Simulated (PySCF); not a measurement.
A GIAO shielding run with PySCF 2.14 (density fitting, non-relativistic, gas phase) on `CO/C(C)=C/Cl`, C4H7ClO:

```
{"job": {"kind": "nmr", "xc": "KT2", "basis": "pcSseg-1", "pop": false}, "charge": 0, "multiplicity": 1}
C     -1.645472    -0.050585     0.506903
O     -0.367209    -0.608512     0.392248
C      0.686917     0.207530     0.180396
C      1.953837    -0.567528     0.080657
C      0.573154     1.545319     0.076199
Cl     1.925309     2.589913    -0.194858
H     -2.341494    -0.883030     0.670381
H     -1.709961     0.646639     1.361461
H     -1.937681     0.488656    -0.412027
H      2.106984    -1.147782     1.003693
H      2.812382     0.092678    -0.081810
H      1.884247    -1.287671    -0.749405
H     -0.373554     2.076831     0.154074
```

Hardware: 1 thread of an Arm Neoverse V1, shared host.

(1) How large is the calculation?

(2) How long does it take?

(3) And these other runs on the same molecule and hardware: GIAO shielding at BLYP/pcSseg-1; GIAO shielding at BP86/pcSseg-1; GIAO shielding at HF/pcSseg-1; GIAO shielding at LDA/pcSseg-1; GIAO shielding at OPBE/pcSseg-1; GIAO shielding at PBE/pcSseg-1?

Results:

(1) 56 electrons, 144 basis functions and 768 auxiliary functions.

(2) 19 s of wall time, with 16 SCF cycles. Times on a shared host scatter by some tens of per cent.

(3) BLYP/pcSseg-1: 144 functions, 21 s; BP86/pcSseg-1: 144 functions, 21 s; HF/pcSseg-1: 144 functions, 6.5 s; LDA/pcSseg-1: 144 functions, 16 s; OPBE/pcSseg-1: 144 functions, 22 s; PBE/pcSseg-1: 144 functions, 22 s.
